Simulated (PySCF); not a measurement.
Cl2, SMILES ClCl. Atoms are numbered in the order given.

```xyz
2

Cl     0.0000     0.0000    -0.9901
Cl     0.0000     0.0000     0.9901
```

Geometry: PBE0-D3(BJ)/def2-TZVPD.

Computed with PySCF with B3LYP/pcSseg-2.

GIAO shieldings, no solvent; atoms alike by connectivity are averaged. δ = σ(ref) − σ: ³⁵Cl against HCl (σ = 930.0 ppm), references at their B3LYP-D3(BJ)/def2-TZVP geometries, non-relativistic (without spin–orbit terms, shifts of atoms bonded to Cl or Br come out too high).

Computed chemical shifts:
```tsv
nucleus	atoms	count	δ (ppm)
³⁵Cl	Cl1, Cl2	2	306.7
```
